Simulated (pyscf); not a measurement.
Single points on ωB97X-D3(BJ)/def2-SVP structures (PySCF, gas phase).

Question: Estimate by transition-state theory (the high-pressure limit) the rate constant of F–CH(F)–Cl + difluorocarbene (F–C:–F) [singlet] -> F–CH(F)–C(F)(F)–Cl (singlet surface; C–H broken, C–C, C–H formed) at 600 K, with ωB97M-D3(BJ)/def2-TZVP energies (ideal gas, 1 atm, RRHO with modes under 100 cm⁻¹ raised to 100, one conformer, R ln 2 for rigid chiral ones; no tunnelling).

Answer: The electronic barrier is 39.5 kcal/mol and the thermal terms add +23.0, so ΔG‡ = 62.5 kcal/mol. With k_BT/h = 1.25e+13 s⁻¹ and RT = 1.192 kcal/mol, and a volume of 8.18e-20 cm³ per molecule at 1 atm, k = 1.7e-29 cm³ molecule⁻¹ s⁻¹. The product is born with the 94 kcal/mol of the reverse barrier and needs collisions to keep. Wigner's tunnelling factor for 1338i cm⁻¹ would be 1.43, likely too low at so high a frequency. A shift of 1 kcal/mol in the barrier changes k by a factor 2.3. F–CH(F)–C(F)(F)–Cl lies 5.0 kcal/mol over its isomer F–CH(Cl)–C(F)(F)–F, and others may lie lower still (electronic energy, ωB97M-D3(BJ)). One saddle was located; it need not be the lowest between these sides. One closed-shell reference is unstable to symmetry breaking; treat the single-reference values with care.
